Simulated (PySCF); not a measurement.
Gas-phase reaction: C3H6 (cyclic) = C3H4 (propyne) + 2 H

Computed with PySCF (xtb for GFN2) and rigid-rotor harmonic-oscillator thermochemistry at 1 bar. 'Table' is the NASA 1993 thermochemical table (part measured, part estimated). † marks an energy on the PBE0/def2-TZVP geometry and frequencies; other levels use their own. MP2 and CCSD(T) freeze the core. Open shells (unrestricted): H (multiplicity 2); the rest are closed-shell singlets. GFN2 has no spin-polarisation term. MP2 isn't extrapolated to the basis-set limit; its ΔH°(298 K) is 536.8 kJ in def2-SVP and 546.4 kJ in def2-TZVPP. CCSD(T) isn't extrapolated to the basis-set limit; its ΔH°(298 K) is 555.7 kJ in def2-SVP and 564.8 kJ in def2-TZVPP. The harmonic model lacks anharmonicity and excited electronic states, which grow with temperature; levels with a mode under 35 cm⁻¹ are left out.

```json
[
 {"level": "table", "ΔH°(298 K), kJ": "567.2", "minus table": "-", "ΔG°(800 K), kJ": "364.5"},
 {"level": "CCSD(T)/def2-SVP†", "ΔH°(298 K), kJ": "555.7", "minus table": "-11.5", "ΔG°(800 K), kJ": "353.9"},
 {"level": "GFN2-xTB", "ΔH°(298 K), kJ": "677.3", "minus table": "110.1", "ΔG°(800 K), kJ": "472.5"},
 {"level": "HF/def2-TZVP†", "ΔH°(298 K), kJ": "450.3", "minus table": "-116.9", "ΔG°(800 K), kJ": "248.4"},
 {"level": "MP2/def2-SVP†", "ΔH°(298 K), kJ": "536.8", "minus table": "-30.4", "ΔG°(800 K), kJ": "335.0"},
 {"level": "MP2/def2-TZVPP†", "ΔH°(298 K), kJ": "546.4", "minus table": "-20.8", "ΔG°(800 K), kJ": "344.6"},
 {"level": "PBE/def2-TZVP†", "ΔH°(298 K), kJ": "562.5", "minus table": "-4.7", "ΔG°(800 K), kJ": "360.6"},
 {"level": "PBE0/def2-QZVP†", "ΔH°(298 K), kJ": "580.5", "minus table": "13.3", "ΔG°(800 K), kJ": "378.7"},
 {"level": "LDA/def2-TZVP†", "ΔH°(298 K), kJ": "643.6", "minus table": "76.4", "ΔG°(800 K), kJ": "441.8"}
]
```
